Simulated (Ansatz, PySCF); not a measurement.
This PySCF input computes a CCSD(T)/cc-pVDZ energy:

```python
from pyscf import gto, scf, mp, cc as ccmod

mol = gto.M(
    atom='''
    C    -0.14705728   -0.01302798    0.65292698
    F     0.01653730    1.14223575   -0.25159314
    F    -0.01718667   -1.12927050   -0.30451251
    H     0.88818797   -0.03851944    1.08738899
    ''',
    basis='cc-pvdz',
    charge=-1,
    spin=0,
    verbose=4,
)

mf = scf.RHF(mol)
mf.conv_tol = 1e-10
mf.max_cycle = 100
mf.kernel()
mp2 = mp.MP2(mf, frozen=3).run()
cc = ccmod.CCSD(mf, frozen=3)
cc.max_cycle = 100
cc.kernel()
et = cc.ccsd_t()
print(f'E(CCSD(T)) = {cc.e_tot + et:.9f}')
```

Question: Write an input for the same energy in Ansatz (a first-principles code) and say what it gives.

Answer: 
Ansatz 0.2 input:
```yaml
crystal:
  periodic: [false, false, false]
  atoms:
    - {symbol: C, position_ang: [-0.14705728, -0.01302798, 0.65292698]}
    - {symbol: F, position_ang: [0.01653730, 1.14223575, -0.25159314]}
    - {symbol: F, position_ang: [-0.01718667, -1.12927050, -0.30451251]}
    - {symbol: H, position_ang: [0.88818797, -0.03851944, 1.08738899]}
basis:
  gaussian:
    orbitals: cc-pVDZ
total_charge: -1
magnetization: {spin_polarized: false}
correlation: {method: ccsd_t, electrons: outside_noble_gas}
```
It gives -237.77217 Eh, and PySCF -237.77218 Eh, a difference of 0.01 mEh.

It need not be the lowest isomer of its formula. Whether it binds its extra electron was not tested at this geometry.
